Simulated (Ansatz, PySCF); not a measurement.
System: AlF₃ (charge 0, singlet). SMILES: [F][Al]([F])[F]
Coordinates optimised at B3LYP-D3(BJ)/def2-TZVP (Ansatz, a program for electronic structure):
```xyz
4

Al     0.0000     0.0000     0.0000
F     -0.0003     1.6340     0.0254
F      1.4150    -0.8162    -0.0451
F     -1.4147    -0.8178     0.0197
```


Property: enthalpy of formation at 298 K (from the atomisation energy, B3LYP-D3(BJ)/def2-TZVP harmonic zero-point and thermal terms from PySCF, and the atoms' enthalpies of formation in the G2/97 table; no spin-orbit terms, and no core term in the frozen-core levels), in kcal/mol. Valence correlation only, unless marked. Open shells are spin-unrestricted. Spin-orbit coupling is left out. Non-relativistic. The coupled-cluster limit lacks core correlation, which all-electron functionals hold. CBS(X,Y): correlation extrapolated as X^-3; Hartree-Fock from the larger set. [CCSD(T)-MP2]/basis is that difference in the basis named.

Measured: -289.0 kcal/mol (G2/97 table in ASE (Curtiss et al.)); it holds spin-orbit and relativistic effects, which these rows lack, and core correlation, which the frozen-core levels lack. This is an older compilation, not checked against later work.

```
level                                                                             program  enthalpy of formation at 298 K (kcal/mol)  error against measurement
-------------------------------------------------------------------------  --------------  -----------------------------------------  -------------------------
HF/STO-3G                                                                          Ansatz                                     -131.7                      157.3
HF/def2-TZVPD                                                                       PySCF                                     -181.6                      107.4
HF-D3(BJ)/def2-TZVPD                                                        PySCF + dftd3                                     -189.9                       99.1
revPBE/def2-TZVPD                                                                  Ansatz                                     -269.9                       19.1
BP86/def2-TZVPD                                                                     PySCF                                     -285.5                        3.5
TPSS/def2-TZVPD                                                                     PySCF                                     -278.5                       10.5
PBE0/STO-3G                                                                        Ansatz                                     -254.7                       34.3
PBE0-D4/def2-TZVP                                                          Ansatz + dftd4                                     -274.1                       14.9
PW6B95-D4/def2-TZVPD                                                        PySCF + dftd4                                     -281.7                        7.3
M06-2X/def2-TZVPD                                                                   PySCF                                     -286.2                        2.8
MN15/def2-TZVPD                                                                     PySCF                                     -294.7                       -5.7
CAM-B3LYP/def2-TZVPD                                                               Ansatz                                     -284.7                        4.3
B2GP-PLYP-D3(BJ)/def2-TZVPD                                                Ansatz + dftd3                                     -284.6                        4.4
MP2/STO-3G                                                                         Ansatz                                     -167.3                      121.7
MP2/6-31G                                                                          Ansatz                                     -210.0                       79.0
MP2/cc-pwCVTZ                                                                      Ansatz                                     -305.4                      -16.4
SCS-MP2/cc-pV(Q+d)Z                                                                Ansatz                                     -300.3                      -11.3
CCSD/cc-pV(Q+d)Z                                                                   Ansatz                                     -280.5                        8.5
CCSD(T)/6-31G                                                                      Ansatz                                     -191.0                       98.0
RI-MP2/CBS(aug-cc-pV(T+d)Z,aug-cc-pV(Q+d)Z)+[CCSD(T)-MP2]/aug-cc-pV(T+d)Z          Ansatz                                     -293.4                       -4.4
CCSD(T)/CBS(cc-pV(T+d)Z,cc-pV(Q+d)Z)                                               Ansatz                                     -293.3                       -4.3
```
